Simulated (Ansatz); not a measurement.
Geometry optimisation, Ansatz, RKS PBE-D4/6-31G*.

Input file:

```yaml
crystal:
  periodic: [false, false, false]
  atoms:
    - { symbol: Si, position_ang: [0.0, 0.0, 0.0] }
    - { symbol: "N", position_ang: [0.0, 0.0, 2.17] }
    - { symbol: H, position_ang: [-0.877, -0.2713, 2.7] }
    - { symbol: H, position_ang: [0.877, 0.2713, 2.7] }
    - { symbol: H, position_ang: [1.3768, 0.0, -0.4862] }
    - { symbol: H, position_ang: [-0.6877, 1.1914, -0.4862] }
    - { symbol: H, position_ang: [-0.6877, -1.1914, -0.4862] }
    - { symbol: P, position_ang: [1.2944, -1.9656, 0.782] }
    - { symbol: H, position_ang: [0.4981, -3.1353, 0.6631] }
    - { symbol: H, position_ang: [2.4646, -2.108, -0.0096] }
    - { symbol: H, position_ang: [0.6864, -1.0423, 1.9561] }
basis:
  gaussian: { orbitals: "6-31G*" }
hamiltonian:
  xc: pbe
  dispersion: d4
relax:
  f_tol: 0.15
  max_steps: 25
  restrain:
    - { distance: [0, 7], at: 2.18, k: 30.0 }
    - { distance: [10, 1], at: 1.06, k: 30.0 }
    - { distance: [0, 1], at: 3.02, k: 30.0 }
    - { distance: [10, 7], at: 2.62, k: 30.0 }
output:
  orbitals: {}
```

Command:

```bash
$ ansatz run input.yaml --threads 1 --pin off --max-ram 2048MiB --backend cpu --events-out ev --progress --plain --runs-dir out
```

**Question.** Where does it end, and by what steps?

**Answer.** It converged. The restraints hold the end off the free minimum. After 20 steps the energy has fallen by 3.688 eV (the restraints' own energy left out); H5 moved furthest, 1.49 Å.

```json
{"step": "0", "energy less start (eV)": "0.0000", "largest force component (eV/Å)": "1.797", "accepted": "yes"}
{"step": "1", "energy less start (eV)": "0.2167", "largest force component (eV/Å)": "3.236", "accepted": "yes"}
{"step": "2", "energy less start (eV)": "0.6286", "largest force component (eV/Å)": "3.392", "accepted": "yes"}
{"step": "3", "energy less start (eV)": "0.0227", "largest force component (eV/Å)": "2.201", "accepted": "yes"}
{"step": "4", "energy less start (eV)": "-0.5711", "largest force component (eV/Å)": "6.734", "accepted": "yes"}
{"step": "5", "energy less start (eV)": "-1.4193", "largest force component (eV/Å)": "1.248", "accepted": "yes"}
{"step": "6", "energy less start (eV)": "-1.9899", "largest force component (eV/Å)": "1.658", "accepted": "yes"}
{"step": "7", "energy less start (eV)": "-2.6775", "largest force component (eV/Å)": "1.712", "accepted": "yes"}
{"step": "8", "energy less start (eV)": "-3.0824", "largest force component (eV/Å)": "1.775", "accepted": "yes"}
{"step": "9", "energy less start (eV)": "-3.2353", "largest force component (eV/Å)": "1.773", "accepted": "yes"}
{"step": "10", "energy less start (eV)": "-3.3355", "largest force component (eV/Å)": "1.203", "accepted": "yes"}
{"step": "11", "energy less start (eV)": "-3.4146", "largest force component (eV/Å)": "1.015", "accepted": "yes"}
{"step": "12", "energy less start (eV)": "-3.5020", "largest force component (eV/Å)": "0.945", "accepted": "yes"}
{"step": "13", "energy less start (eV)": "-3.5713", "largest force component (eV/Å)": "0.862", "accepted": "yes"}
{"step": "14", "energy less start (eV)": "-3.6333", "largest force component (eV/Å)": "0.697", "accepted": "yes"}
{"step": "15", "energy less start (eV)": "-3.6462", "largest force component (eV/Å)": "0.860", "accepted": "yes"}
{"step": "16", "energy less start (eV)": "-3.6775", "largest force component (eV/Å)": "0.619", "accepted": "yes"}
{"step": "17", "energy less start (eV)": "-3.6845", "largest force component (eV/Å)": "0.669", "accepted": "yes"}
{"step": "18", "energy less start (eV)": "-3.6430", "largest force component (eV/Å)": "1.234", "accepted": "no"}
{"step": "19", "energy less start (eV)": "-3.6851", "largest force component (eV/Å)": "0.737", "accepted": "yes"}
{"step": "20", "energy less start (eV)": "-3.6884", "largest force component (eV/Å)": "0.658", "accepted": "yes"}
```

```xyz
11
Properties=species:S:1:pos:R:3
Si 0.490 -0.308 -0.455
N -0.220 -0.332 2.477
H -1.114 -0.648 2.869
H -0.084 0.636 2.788
H 0.977 -0.329 -1.885
H 0.688 1.101 0.020
H -0.971 -0.636 -0.494
P 1.695 -1.727 0.738
H 0.648 -2.697 0.876
H 2.304 -2.421 -0.368
H 0.530 -0.890 2.937
```

Run time: 27 s on 1 thread of Intel(R) Xeon(R) 6975P-C (Granite Rapids), with other jobs on the host, peak memory 0.15 GiB.
